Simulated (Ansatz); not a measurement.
# Relaxing SnW₂

Level of theory: DFT PBE, scalar-relativistic, plane waves, PAW (Ansatz 0.2.0).

The start puts SnW₂ on the MoSi2 (C11b) structure type (I4/mmm, No. 139), with Sn in place of Mo, W in place of Si, at a guessed volume.

The final relaxation ran on this input, with the default PAW datasets:

```yaml
crystal:
  lattice:
    - [-1.6620989396, 1.6620989396, 4.7720541643]
    - [1.6620989396, -1.6620989396, 4.7720541643]
    - [1.6620989396, 1.6620989396, -4.7720541643]
  atoms:
    - { symbol: Sn, position: [0.0, 0.0, 0.0] }
    - { symbol: W, position: [0.6780618057, 0.6780618057, 0.0] }
    - { symbol: W, position: [0.3219381943, 0.3219381943, 0.0] }
basis:
  ecutwfc: 420
kpoints:
  mp_grid: { grid: [20, 20, 20] }
hamiltonian:
  xc: pbe
scf:
  occupations: { method: gaussian, width: 0.1 }
output:
  forces: true
  stress: true
  eigenvalues: true
relax:
  adjacent_minimum: "off"
  f_tol: 0.01
  max_steps: 80
  cell: { stress_tol: 0.05 }
```

Launched as:

```bash
ansatz run input.yaml --threads 1 --pin off --max-ram 2560MiB --backend cpu --events-out ev --progress --plain --runs-dir out
```

Time: 4 min on 1 thread of Arm Neoverse V1, with other jobs on the host, peak memory 0.91 GiB.

End of the output:

```
SCF converged after 7 iterations
Free energy (F): -26792.435972 eV
Harris-Foulkes:  -26792.435972 eV  (|F-HF|=7.28e-12)
Internal energy: -26792.427983 eV  (E = F + TS)
E sigma→0 (E₀):  -26792.431978 eV
Entropy (-TS):   -0.007989 eV (-2.663 meV/atom)
Fermi energy:    19.672829 eV
--- Per-component energies (eV) ---
  E_band       = -206.500362
  E_kinetic    = 1090.006494
  E_local      = -1883.752205  (includes V_loc(G=0)·N_el)
  E_nonlocal   = -27.457486
  E_hartree    = 900.685035
  E_xc         = -915.438860
  E_vxc        = -572.977213  (∫ρ·V_xc dr)
  E_paw        = -21266.829852  (= ΣΔE_a)
  E_vpaw       = -613.689893  (= ΣTr[D̂ρ^β])
  E_aug_tail   = -0.000128  (compensation charges beyond the density's cutoff)
  E_ewald      = -4689.640980
  E_smearing   = -0.007989  (= −TS)
  E_closure    = 0.000000  (closes the sum)
  Σ components = -26792.435972   (vs F -26792.435972, Δ=0.00e0)
--- Forces (eV/Å), atoms counted from 1 ---
  atom   1  Sn     0.00000000     0.00000000     0.00000000
  atom   2  W      0.00000000     0.00000000    -0.00171488
  atom   3  W      0.00000000     0.00000000     0.00171488
  max |Σ_I F_I| component: 5.20e-18 eV/Å
--- Stress (GPa, compression-positive) ---
       -0.003871       0.000000       0.000000
        0.000000      -0.003871       0.000000
        0.000000       0.000000      -0.003065
  P = ⅓ Tr σ = -0.0036 GPa (-0.036 kbar)
--- Relaxed structure (4 steps of the walk, 3 accepted, 1 SCFs on fresh bases) ---
  F+E_penalty+E_count = -26792.43597222 eV   max|allowed force component| = 1.715e-3 eV/Å   (the final SCF, on the basis selected at the relaxed cell)
  cell:  # Å, volume = 52.7912 Å³
    - [-1.665731, 1.665731, 4.756545]
    - [1.665731, -1.665731, 4.756545]
    - [1.665731, 1.665731, -4.756545]
  atoms:
    - { symbol: Sn, position: [0.000000, 0.000000, 0.000000] }
    - { symbol: W, position: [0.677987, 0.677987, 0.000000] }
    - { symbol: W, position: [0.322013, 0.322013, 0.000000] }
```

Total energies depend on the potentials used, so only differences within one code and one set of settings carry meaning.

The result has space group I4/mmm (No. 139). Around Sn lie 10 W at 2.90–3.06 Å and 4 Sn at 3.33 Å; W has 4 W at 2.73 Å, 5 Sn at 2.90–3.06 Å and 5 W at 3.33–3.39 Å.

Against the elements it lies at 0.48 eV/atom. Energies over the elements count from the elements' standard structures at the same level, with no empirical corrections.

For metals, differences of a few meV/atom aren't resolved. Spin–orbit coupling is left out.

A structure relaxed within its symmetry needn't be a true minimum.